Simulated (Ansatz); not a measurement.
NOF (nitrosyl fluoride): the vertical ionisation energy from total energies

The species is NOF (3 atoms), meant as a singlet with charge 0. As SMILES, `O=NF`. Geometry: relaxed at GFN2-xTB.

```xyz
3

O     0.8812    0.2431    0.5119
N     0.1473   -0.4816    0.0291
F    -1.0285    0.2386   -0.5410
```

Both states at this one shape; open shells run unrestricted unless said. 1 Eh = 27.2114 eV.

```
       level  program  singlet NOF (Eh)  doublet NOF+ (Eh)
   HF/STO-3G   Ansatz       -225.502022        -225.183522
SVWN5/STO-3G   Ansatz       -224.881008        -224.523941
 BLYP/STO-3G   Ansatz       -226.441661        -226.090850
 PBE0/STO-3G   Ansatz       -226.300062        -225.936241
```

Problem. Work out the vertical ionisation energy at each level.

Solution. 
1. HF/STO-3G: -225.183522 − (-225.502022) = 0.318500 Eh = 8.67 eV.
2. SVWN5/STO-3G: -224.523941 − (-224.881008) = 0.357067 Eh = 9.72 eV.
3. BLYP/STO-3G: -226.090850 − (-226.441661) = 0.350811 Eh = 9.55 eV.
4. PBE0/STO-3G: -225.936241 − (-226.300062) = 0.363821 Eh = 9.90 eV.

No measured value is set beside it here; the levels span 8.67 to 9.90 eV. Hartree–Fock favours the state with fewer electron pairs, since it lacks pair correlation. Minimal sets are far from the basis-set limit. The second state is spin-contaminated at HF/STO-3G (⟨S²⟩ = 1.08).
